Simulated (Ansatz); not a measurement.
# AlH4 (doublet): the correlation ladder at distance H2–H3 = 1.232 Å, 6-31G

Aim: climb from Hartree-Fock through coupled cluster and multireference methods for AlH4 (doublet) at one geometry and basis, and see what each rung misses.

The runs use Ansatz 0.2.0, Gaussian basis; 6-31G, core rule «outside noble gas», up to 5 orbitals frozen.

The runs, in order: UHF; CCSD(T) on ROHF; CCSD(T) on UHF; BCCD(T) on ROHF; CISD; CCSDT(Q) on ROHF; CCSDT(Q) on UHF; CISDTQ; CCSDTQ on ROHF; CCSDTQ on UHF; CASSCF and MRCISD+Q, 3 electrons in 3 orbitals; CASSCF and NEVPT2, 3 electrons in 3 orbitals; CASSCF and MRCISD+Q, 7 electrons in 8 orbitals; CASSCF and NEVPT2, 7 electrons in 8 orbitals; Full CI.

27 further runs of the same task are left out: 8 for a known fault of the program, 4 for a mislabelled method, 10 that didn't finish, 5 set aside as unsound or not needed.

## (1) What is computed

The geometry derives from a PBE0/def2-TZVP stationary point (not a proven minimum). One bond is set to the value named and the two fragments are kept rigid.

5 atoms, charge 0, spin multiplicity 2.

Atoms are counted from 1 here; the program's logs count them from 0.

Bond lengths: Al1–H4 1.595 Å, Al1–H5 1.595 Å. Angles: H4–Al1–H5 120.0°.

## (2) UHF

The input, in.yaml:

```yaml
crystal:
  periodic: [false, false, false]
  atoms:
    - {symbol: Al, position_ang: [-0.044748, 0.000358, -0.132188]}
    - {symbol: H, position_ang: [0.463841, 0.002013, 1.986352]}
    - {symbol: H, position_ang: [-0.767133, -0.015200, 1.939120]}
    - {symbol: H, position_ang: [0.748420, 1.383521, -0.188217]}
    - {symbol: H, position_ang: [0.752731, -1.379918, -0.198710]}
basis:
  gaussian: {orbitals: 6-31G}
magnetization: {spin_polarized: true, initial_magnetization: 1}
hamiltonian: {xc: hf}
output: {orbitals: {seedname: orbitals}}
```

Started as:

```bash
$ ansatz run in.yaml --threads 1 --pin off --events-out ev --progress --plain --max-ram 2393MiB
```

After this run come: CCSD(T) on ROHF; CCSD(T) on UHF; BCCD(T) on ROHF; CISD; CCSDT(Q) on ROHF; CCSDT(Q) on UHF; CISDTQ; CCSDTQ on ROHF; CCSDTQ on UHF; CASSCF and MRCISD+Q, 3 electrons in 3 orbitals; CASSCF and NEVPT2, 3 electrons in 3 orbitals; CASSCF and MRCISD+Q, 7 electrons in 8 orbitals; CASSCF and NEVPT2, 7 electrons in 8 orbitals; Full CI.

Q: Predict the results of all the runs planned. Wanted: FCI below the RHF energy; RMP2 from FCI; UMP2 from FCI; RCCSD from FCI; RCCSD(T) from FCI; UCCSD(T) from FCI; RCCSDT(Q) from FCI; UCCSDT(Q) from FCI; NEVPT2 pair from FCI.

The runs gave:

```
                         quantity                                                                                                                                 value
         FCI below the RHF energy                                                                                                                            -2.3752 eV
                    RMP2 from FCI                                                                                                                            +834.5 meV
                    UMP2 from FCI                                                                                                                            +885.5 meV
                   RCCSD from FCI                                                                                                                             +43.3 meV
                RCCSD(T) from FCI                                                                                                                             +15.3 meV
                UCCSD(T) from FCI                                                                                                                             +16.5 meV
               RCCSDT(Q) from FCI                                                                                                                              +0.3 meV
               UCCSDT(Q) from FCI                                                                                                                              +0.2 meV
             NEVPT2 pair from FCI                                                                                                                            +507.5 meV
          NEVPT2 valence from FCI                                                                                                                            +129.1 meV
        MRCISD+Q valence from FCI                                                                                                                              +8.9 meV
levels within 1 kcal/mol (43 meV)  RCCSD, RCCSD(T), UCCSD(T), BCCD(T), RCCSDT, UCCSDT, CISDTQ, RCCSDT(Q), UCCSDT(Q), RCCSDTQ, UCCSDTQ, MRCISD valence, MRCISD+Q valence
                    T1 diagnostic                                                                                                                                 0.018
   effectively unpaired electrons                                                                                                                                  1.07
```

RCCSD(T) lands +15.3 meV from the yardstick (0.6 % of the correlation energy). One determinant dominates. Of the multireference levels listed MRCISD+Q valence comes nearest in total energy (+8.9 meV), which doesn't show that its space is the better one. These misses are within one basis, not against nature; the frozen cores of restricted and unrestricted runs differ, which can shift their rows.
